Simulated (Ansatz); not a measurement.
## Structure relaxation of Sb2C3

Level of theory: DFT PBE, scalar-relativistic, plane waves, PAW (Ansatz). Cutoff 420 eV, Γ-centred k mesh, Gaussian smearing, no spin polarisation in the final step.

Sb2C3 was placed on the sites of a reported La2O3 cell (P321, No. 150), with Sb in place of La, C in place of O, at a guessed volume.

```yaml
crystal:
  lattice:
    - [3.79671, 0.00000, 0.00000]
    - [-1.89836, 3.28805, 0.00000]
    - [0.00000, 0.00000, 5.91244]
  atoms:
    - { symbol: Sb, position: [0.33333, 0.66667, 0.25000] }
    - { symbol: Sb, position: [0.66667, 0.33333, 0.75000] }
    - { symbol: C, position: [0.25000, 0.25000, 0.00000] }
    - { symbol: C, position: [0.75000, 0.00000, 0.00000] }
    - { symbol: C, position: [0.00000, 0.75000, 0.00000] }
```

Cell and atoms relax at zero pressure; the relaxation can't lower the symmetry of the start. After a coarse first stage the cell is made exact in the group found at 0.06 Å.

The zero of energy is the elements' standard structures at the same level; no fitted shifts are applied.

(1) Describe the relaxed structure.

(2) What are its volume, energy, density and gap?

## Answers

(1) It keeps P321 (No. 150). Conventional cell: a = 4.167 Å, c = 6.379 Å. Sb is coordinated by 3 C at 2.24 Å; around C lie 2 C at 1.49 Å.

```
Sb C
1.0
     4.16717    0.00000    0.00000
    -2.08358    3.60887    0.00000
     0.00000    0.00000    6.37865
Sb C
2 3
Cartesian
  0.0000 2.4059 1.4420
  2.0836 1.2030 4.9367
  0.4310 0.7465 0.0000
  3.3052 0.0000 0.0000
  -1.6526 2.8623 0.0000
```

(2) The volume per atom is 19.2 Å³, the density is 4.8 g/cm³ and the energy over the elements is 1.25 eV/atom. The gap on the 12×12×6 mesh is 0 eV (a metal).

The final run used a 12×12×6 mesh on its 5-atom cell and 0.10 eV smearing. For metals, differences of a few meV/atom aren't resolved. Weakly bound directions are ill-defined at this level, which has no dispersion term. Spin–orbit coupling is left out. Symmetry constrained the relaxation, so the result can be a saddle point.

Cost: 3 runs of about 7.7 core-minutes in all, on Intel Xeon Processor @ 2.50GHz (Skylake/Cascade Lake) (shared hosts).